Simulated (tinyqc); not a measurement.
Starting guesses with plain Roothaan steps: SCF starting guesses in the sto-6g basis, for OH+, spin multiplicity 3. Computed by the program tinyqc with PySCF. UHF with one setting changed at a time; a run stops when the energy changes by less than 1e-09 hartree and the error matrix is below 1e-5. Starts: the lowest orbitals of the core Hamiltonian, of the Wolfsberg-Helmholz matrix (K = 1.75), projected atomic densities, random orbitals, and the highest orbitals of the core Hamiltonian (a deliberately bad start).

Geometry (angstrom):
```
atom,x,y,z
O,0.0000,0.0000,0.0000
H,0.0000,0.0000,1.7670
```

lowest solution found by these runs and by PySCF with stability checks = -74.662284 hartree

Largest element of the error matrix X^T (FDS - SDF) X:
```
iteration,core,Wolfsberg-Helmholz,atomic densities,random,highest core orbitals
1,9.6e-02,3.4e-01,1.6e-01,7.8e+00,1.2e-01
2,7.4e-02,2.7e-01,9.1e-02,2.8e-01,9.7e-02
3,2.8e-02,1.5e-01,3.5e-02,7.5e-02,6.0e-02
4,2.5e-02,7.6e-02,2.5e-02,3.6e-02,3.5e-02
5,2.5e-02,3.9e-02,2.5e-02,3.5e-02,2.1e-02
6,2.5e-02,2.0e-02,2.5e-02,3.4e-02,1.2e-02
8,2.0e-02,6.1e-03,2.1e-02,3.1e-02,4.7e-03
10,1.3e-02,2.0e-03,1.4e-02,2.8e-02,1.8e-03
14,3.6e-03,3.3e-04,4.3e-03,1.4e-02,2.7e-04
20,4.3e-04,2.1e-05,5.2e-04,3.0e-03,1.6e-05
30,1.1e-05,-,1.4e-05,2.3e-04,-
```

How each run ends:
```
run,iterations,E (hartree),state
core,31,-74.662284,lowest found
Wolfsberg-Helmholz,22,-74.561312,higher
atomic densities,31,-74.662284,lowest found
random,43,-74.662284,lowest found
highest core orbitals,22,-74.561312,higher
```

What does the comparison show, and why?

3 of 5 runs reach the lowest solution found, in 31 to 43 iterations (fastest: core, atomic densities). Ending on a higher stationary point: Wolfsberg-Helmholz, highest core orbitals; a small error matrix cannot reveal that, and an occupation fixed by the start is kept by symmetry or by the shape of the basin. The first errors are 1e-01, 3e-01, 2e-01, 8e+00, 1e-01.
